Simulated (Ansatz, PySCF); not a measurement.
Species: C2H5NO, charge 0, singlet. C2H5NO (SMILES CC(N)=O).
B3LYP-D3(BJ)/def2-TZVP minimum from Ansatz (a program for electronic structure):
```xyz
9

O      0.4073     1.2798     0.2945
C      0.0816     0.1387     0.0326
N      0.9986    -0.8468    -0.1811
C     -1.3711    -0.2792    -0.0780
H      0.7350    -1.7899    -0.3986
H     -1.8456     0.3221    -0.8534
H     -1.5079    -1.3353    -0.3100
H     -1.8689    -0.0518     0.8645
H      1.9753    -0.6128    -0.1189
```

Total energies in hartree (Ansatz). Open shells are spin-unrestricted; no spin-orbit coupling. Cores are frozen in correlated methods. No relativity. For partners of very few electrons the exact lower level stands in for a higher one.

```tsv
species	HF/cc-pVTZ	CCSD(T)/cc-pVTZ	HF/cc-pVQZ	CCSD(T)/cc-pVQZ	CCSD(T)/cc-pVDZ	CCSDT(Q)/cc-pVDZ
1: C2H5NO (SMILES CC(N)=O)	-208.05966	-208.88986	-208.07545	-208.95571	-208.67023	-208.67268
2: O (triplet)	-74.81176	-74.97396	-74.81729	-74.99357	-74.90995	-74.91013
3: C (triplet)	-37.69157	-37.78076	-37.69331	-37.78654	-37.76038	-37.76071
4: N (quartet)	-54.40069	-54.51471	-54.40372	-54.52482	-54.47850	-54.47866
5: H (doublet)	-0.49981	-0.49981	-0.49995	-0.49995	-0.49928	-0.49928
```

**Question.** Work out the enthalpy of formation at 298 K (by atomisation, with ideal-gas terms from PySCF's Hessian at B3LYP-D3(BJ)/def2-TZVP and the atoms' measured values of the G2/97 table; no spin-orbit terms) in kcal/mol: take Hartree-Fock from cc-pVQZ, extrapolate the CCSD(T) correlation energy as X^-3 (X = 3, 4), and add CCSDT(Q) - CCSD(T) in cc-pVDZ. The further terms named in the bracket sum to +1.29370 hartree. 1 hartree = 627.51 kcal/mol.

**Answer.** 
Species 1: correlation (64·(-0.88026) - 27·(-0.83020))/37 = -0.91679; step -0.00245; E1 = -208.07545 + (-0.91679) + (-0.00245) = -208.99469
Species 2: correlation (64·(-0.17628) - 27·(-0.16220))/37 = -0.18655; step -0.00018; E2 = -74.81729 + (-0.18655) + (-0.00018) = -75.00402
Species 3: correlation (64·(-0.09323) - 27·(-0.08919))/37 = -0.09618; step -0.00033; E3 = -37.69331 + (-0.09618) + (-0.00033) = -37.78982
Species 4: correlation (64·(-0.12110) - 27·(-0.11402))/37 = -0.12627; step -0.00016; E4 = -54.40372 + (-0.12627) + (-0.00016) = -54.53015
Species 5: correlation (64·(0.00000) - 27·(0.00000))/37 = 0.00000; step +0.00000; E5 = -0.49995 + (0.00000) + (+0.00000) = -0.49995
+1·E1 -1·E2 -2·E3 -1·E4 -5·E5 +1.29370 = -0.08743 hartree = -54.9 kcal/mol. Measured: -57.0 kcal/mol, -238.5 kJ/mol (G2/97 table in ASE (Curtiss et al.)); atomic spin-orbit terms, which the calculations lack, would raise the computed values. The composite differs from it by +2.1 kcal/mol; core, relativistic and spin-orbit terms are not in it.
